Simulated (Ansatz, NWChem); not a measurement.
Worked example: the enthalpy of formation of C2H5F (SMILES CCF)

The species is C2H5F (8 atoms), meant as a singlet with charge 0. As SMILES, `CCF`. The shape is that of a PBE0-D4/def2-TZVP optimisation.

| atom | x (Å) | y (Å) | z (Å) |
| --- | --- | --- | --- |
| C | -0.4317 | 0.5669 | -0.2646 |
| C | 0.3784 | -0.5991 | 0.2305 |
| F | 1.6633 | -0.1864 | 0.5465 |
| H | -1.4439 | 0.2374 | -0.5126 |
| H | 0.0186 | 0.9985 | -1.1604 |
| H | -0.5003 | 1.3430 | 0.4998 |
| H | 0.4640 | -1.3815 | -0.5298 |
| H | -0.0563 | -1.0360 | 1.1348 |

Total energies at CCSD/aug-cc-pVDZ, 3 core orbitals frozen (NWChem 7.3.0); the atoms run unrestricted:

| species | state | energy (Eh) |
| --- | --- | --- |
| C2H5F | singlet | -178.642644 |
| C | triplet | -37.763605 |
| F | doublet | -99.547749 |
| H | doublet | -0.499334 |

Harmonic wavenumbers at PBE0-D4/def2-TZVP, in cm⁻¹: 256, 415, 810, 900, 1092, 1134, 1187, 1302, 1392, 1423, 1473, 1491, 1515, 3050, 3057, 3093, 3134, 3145.

Measured heats of formation of the gaseous atoms at 298.15 K, in kJ/mol: C 716.9, F 79.4, H 218.0. Spin-orbit lowering of the atoms at 298 K (mean of the ground term's levels less their thermal mean, from spectra), in kJ/mol: C 0.02, F 1.29. Take 1 Eh = 2625.50 kJ/mol, 1 cm⁻¹ = 0.0119627 kJ/mol, RT = 2.479 kJ/mol.

Q: What heat of formation follows?

A: 
1. Electronic atomisation energy: 2 × (-37.763605) + (-99.547749) + 5 × (-0.499334) − (-178.642644) = 1.071015 Eh = 2811.9 kJ/mol.
2. Zero-point energy: half the sum of the wavenumbers, 14934.5 cm⁻¹ = 178.7 kJ/mol.
3. Thermal vibrational enthalpy, Σ hcν̃/(exp(hcν̃/kT) − 1): 2.6 kJ/mol. Translation, rotation and pV of a non-linear molecule: 4 RT = 9.9 kJ/mol.
4. The 8 free atoms carry 5/2 RT each: 49.6 kJ/mol.
5. Spin-orbit coupling lowers the free atoms by 2 × 0.02 + 1.29 = 1.3 kJ/mol.
6. Atomisation enthalpy at 298 K: 2811.9 − 1.3 − 178.7 − 2.6 − 9.9 + 49.6 = 2669.0 kJ/mol.
7. Sum of the atoms' heats of formation: 2603.2 kJ/mol. Heat of formation: 2603.2 − 2669.0 = -65.8 kJ/mol.

The tabulated value is -272.5 kJ/mol (Active Thermochemical Tables), so this level is off by +206.7 kJ/mol, or 7.2 % of the atomisation enthalpy. Coupled cluster needs large bases for atomisation: in a finite one the molecule is underbound. Anharmonicity and any spin-orbit splitting of the molecule are left out, and so is core correlation.
